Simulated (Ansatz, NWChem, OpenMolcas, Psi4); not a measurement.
# Worked example: SiH3(NH2) → SiH3(NH) + H

Species: SiH3(NH2), singlet; SiH3(NH), doublet; H atom, doublet. 

Shapes, held fixed at every level: PBE0-D4/def2-TZVP. Programs: Ansatz 0.2.0, NWChem 7.3.0, OpenMolcas 26.06, Psi4 1.11. A level may come from different programs for different species; with the same settings they agree closely. Electronic energies: no zero-point or thermal term.

At M06-2X/def2-TZVP; 1 Eh = 2625.50 kJ/mol:

```
  species  energy (Eh)
SiH3(NH2)  -347.246654
 SiH3(NH)  -346.562247
        H    -0.498139
```

Problem. Work out ΔE of the reaction at this level.

Solution. 
1. Products less reactants: (-346.562247) + (-0.498139) − [(-347.246654)] = 0.186268 Eh = +489.0 kJ/mol.

Other levels give +363.0 (HF/def2-TZVP) to +475.8 kJ/mol (B3LYP/def2-TZVP). No measured value is set beside it here. Open shells run unrestricted. M06-2X/def2-TZVP lies outside the range of all other levels here, so it shouldn't be taken on trust. The median of the other levels is +465.0 kJ/mol.
